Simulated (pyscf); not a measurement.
A first-order saddle from PySCF, ωB97X-D3(BJ)/def2-SVP:

```
O
H 1 0.9718
C 1 1.9235 2 119.04
H 3 1.0928 1 107.97 2 117.20
H 3 1.0974 4 111.44 1 -152.30
H 3 1.1009 4 110.40 5 -120.57
H 3 1.6128 4 88.08 6 -158.32
Zn 7 1.7147 3 117.15 4 128.42
H 8 1.5552 7 146.72 3 154.47
```

Surface: singlet, charge 0. Lowest wavenumbers (cm⁻¹): 1234i, 109, 175, 345, 399.

Problem. Name the species on either side of this saddle.

Solution. `[ZnH2]` + `[CH3][OH]` ⇌ `[OH][ZnH]` + `[CH4]`, a four-centre exchange read from left to right: H–Zn, C–O broken and O–Zn, C–H formed. At ωB97M-D3(BJ)/def2-TZVP it lies +240.4 kJ/mol from the left side and +388.1 kJ/mol from the right (each side as separated species at their lowest minima found). On the reactant side the descent ends in an adduct with a O–Zn contact, 43.7 kJ/mol under the separated species and 286.7 kJ/mol under the saddle at ωB97X-D3(BJ)/def2-TZVP. What is counted as formed (O–Zn) is already present as a longer contact in the reactant adduct; forming that adduct is a step of its own. From the product side, [HO–Zn]• + H• + CH₄ lies, by one bond made or cut, 39.4 kJ/mol under this saddle at ωB97M-D3(BJ). This is the saddle that the search found; another between the same sides may lie lower. Elements up to Kr have no core potential and no relativistic terms here.
